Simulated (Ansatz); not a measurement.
Interaction energy ladder

The pair of N$_{2}$ (SMILES N#N, atoms 1–2) and PH$_{3}$ (SMILES P, atoms 3–6), both closed shells, in one local arrangement (a lower one may exist), relaxed at PBE0-D4/def2-TZVP:

```json
{"atom": "N1", "x (Å)": "-0.2602", "y (Å)": "0.2369", "z (Å)": "-2.3345"}
{"atom": "N2", "x (Å)": "0.1615", "y (Å)": "-0.2302", "z (Å)": "-3.2238"}
{"atom": "P3", "x (Å)": "0.3704", "y (Å)": "-0.3591", "z (Å)": "1.0927"}
{"atom": "H4", "x (Å)": "0.3400", "y (Å)": "-0.3169", "z (Å)": "2.5116"}
{"atom": "H5", "x (Å)": "-1.0443", "y (Å)": "-0.3843", "z (Å)": "0.9825"}
{"atom": "H6", "x (Å)": "0.4327", "y (Å)": "1.0535", "z (Å)": "0.9714"}
```

Computed with Ansatz 0.2.0 (basis: def2-TZVPPD, with def2-QZVPPD for the basis limit); correlated methods freeze the cores. B3LYP uses VWN-RPA correlation. Extrapolation: Hartree–Fock as exp(−7.88 √X), correlation as X^−2.97. Interaction energies count from these two fragments, frozen as in the pair, with the counterpoise correction; negative means bound.

(1) What is the interaction energy by CCSD(T) at an estimated basis limit (MP2 extrapolated from triple and quadruple zeta, plus CCSD(T) − MP2 in triple zeta)? (Judge from chemistry; the value comes from the calculation.)

The T1 diagnostic stays at or below 0.014.

## Answers

(1) Computed: -2.3 kJ/mol. Hartree–Fock alone gives 1.5 kJ/mol at the basis limit, so without correlation the pair would not bind at this distance. It counts from the two fragments frozen as in the pair.

The same quantity by other methods in triple zeta, and each one's difference from that estimate:
| method | E_int (kJ/mol) | difference |
| --- | --- | --- |
| PBE-D4 | -3.0 | -0.7 |
| revPBE-D4 | -1.2 | 1.1 |
| BLYP-D4 | -1.3 | 1.0 |
| r2SCAN-D4 | -2.0 | 0.3 |
| B97M-V | -2.4 | -0.1 |
| PBE0-D4 | -2.6 | -0.2 |
| B3LYP-D4 | -1.9 | 0.4 |
| HSE06-D4 | -2.6 | -0.3 |
| wB97X-V | -2.5 | -0.2 |
| wB97M-V | -2.2 | 0.1 |
| B2PLYP | -0.5 | 1.8 |
| HF | 1.5 | 3.8 |
| MP2 | -2.5 | -0.2 |
| CCSD | -1.4 | 0.9 |
| CCSD(T) | -1.9 | 0.4 |
Differences are method less estimate.

Basis-set superposition shift (counterpoise-corrected less uncorrected): CCSD(T) 0.9; MP2 0.9; HF 0.1; PBE0-D4 0.1; wB97M-V 0.2 kJ/mol.

For scale, one of the runs: CCSD(T)/def2-TZVPPD, 173 basis functions, launched by `ansatz run in.yaml --threads 2 --pin off --events-out ev --progress --plain --max-ram 5222MiB`. Time: 21 s of wall clock on 2 CPU threads of an Arm Neoverse V1; the host was shared. Peak host memory: 1.5 GiB.
